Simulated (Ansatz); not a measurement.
## HPB, quartet: the ladder up to full CI

Geometry: a point of a breathe scan, not a stationary point.

```xyz
3

B     0.0000    0.0765    1.2299
P     0.0000   -0.0644   -0.4046
H     0.0000    1.1582   -0.7594
```

Basis 6-31G; Ansatz 0.2.0. Correlated methods freeze the noble-gas cores, which leaves 9 electrons in 18 orbitals. Prefix R: restricted or restricted open-shell reference; prefix U: unrestricted. Active spaces: pair = (5e, 5o) about the gap; valence = (9e, 9o) chosen from the atoms' valence shells.

Full CI is exact within this basis and frozen core; it isn't the basis-set limit. The frozen core follows each run's orbitals, which can shift R against U totals by a few meV.

For open shells CISD is restricted-active-space CI with the open shells as a complete middle space.

- UHF ⟨S²⟩: 3.757
- T1 diagnostic (RCCSD): 0.0234
- largest doubles amplitude (RCCSD): 0.051
- T1 diagnostic (UCCSD): 0.0198

```json
{"level": "RHF", "E − E(full CI) (kcal/mol)": "52.67", "share of correlation (%)": "0.00", "wall time": "–"}
{"level": "UHF", "E − E(full CI) (kcal/mol)": "51.54", "share of correlation (%)": "2.14", "wall time": "–"}
{"level": "RMP2", "E − E(full CI) (kcal/mol)": "13.89", "share of correlation (%)": "73.63", "wall time": "–"}
{"level": "UMP2", "E − E(full CI) (kcal/mol)": "13.79", "share of correlation (%)": "73.83", "wall time": "–"}
{"level": "CISD", "E − E(full CI) (kcal/mol)": "2.89", "share of correlation (%)": "94.52", "wall time": "0.6 s"}
{"level": "RCCSD", "E − E(full CI) (kcal/mol)": "1.46", "share of correlation (%)": "97.22", "wall time": "–"}
{"level": "UCCSD", "E − E(full CI) (kcal/mol)": "1.46", "share of correlation (%)": "97.24", "wall time": "–"}
{"level": "RCCSD(T)", "E − E(full CI) (kcal/mol)": "0.39", "share of correlation (%)": "99.26", "wall time": "0.69 s"}
{"level": "UCCSD(T)", "E − E(full CI) (kcal/mol)": "0.38", "share of correlation (%)": "99.28", "wall time": "0.66 s"}
{"level": "BCCD(T)", "E − E(full CI) (kcal/mol)": "0.42", "share of correlation (%)": "99.21", "wall time": "0.85 s"}
{"level": "RCCSDT", "E − E(full CI) (kcal/mol)": "0.03", "share of correlation (%)": "99.94", "wall time": "–"}
{"level": "UCCSDT", "E − E(full CI) (kcal/mol)": "0.02", "share of correlation (%)": "99.95", "wall time": "–"}
{"level": "RCCSDT(Q)", "E − E(full CI) (kcal/mol)": "0.01", "share of correlation (%)": "99.98", "wall time": "2.5 s"}
{"level": "UCCSDT(Q)", "E − E(full CI) (kcal/mol)": "-0.01", "share of correlation (%)": "100.01", "wall time": "2.2 s"}
{"level": "RCCSDTQ", "E − E(full CI) (kcal/mol)": "0.00", "share of correlation (%)": "100.00", "wall time": "23 s"}
{"level": "CASSCF (pair space)", "E − E(full CI) (kcal/mol)": "43.46", "share of correlation (%)": "17.50", "wall time": "–"}
{"level": "NEVPT2 (pair space)", "E − E(full CI) (kcal/mol)": "12.74", "share of correlation (%)": "75.81", "wall time": "0.57 s"}
{"level": "MRCISD (pair space)", "E − E(full CI) (kcal/mol)": "2.78", "share of correlation (%)": "94.73", "wall time": "–"}
{"level": "MRCISD+Q (pair space)", "E − E(full CI) (kcal/mol)": "0.55", "share of correlation (%)": "98.96", "wall time": "0.81 s"}
{"level": "CASSCF (valence space)", "E − E(full CI) (kcal/mol)": "23.06", "share of correlation (%)": "56.23", "wall time": "–"}
{"level": "NEVPT2 (valence space)", "E − E(full CI) (kcal/mol)": "6.46", "share of correlation (%)": "87.73", "wall time": "1.7 s"}
{"level": "MRCISD (valence space)", "E − E(full CI) (kcal/mol)": "0.80", "share of correlation (%)": "98.49", "wall time": "–"}
{"level": "MRCISD+Q (valence space)", "E − E(full CI) (kcal/mol)": "0.26", "share of correlation (%)": "99.51", "wall time": "2.9 s"}
```

The correlation energy at full CI, counted from RHF, is -2.284 eV. That run took 85 s on 1 thread of Arm Neoverse V2, shared host over 7,588,672 determinants.

Times hold each run's SCF and search for its determinant on a shared host, so for small cases they say little of a method's own cost; they ran on 1 thread of Arm Neoverse V2.

The full-CI state has the irrep A'' of Cs, in the program's axes.

Natural occupations of full CI about the gap: 1.982 1.967 1.956 0.994 0.993 0.993 0.031 0.028 0.019 0.009; effectively unpaired electrons, Σ n²(2−n)², 3.02.
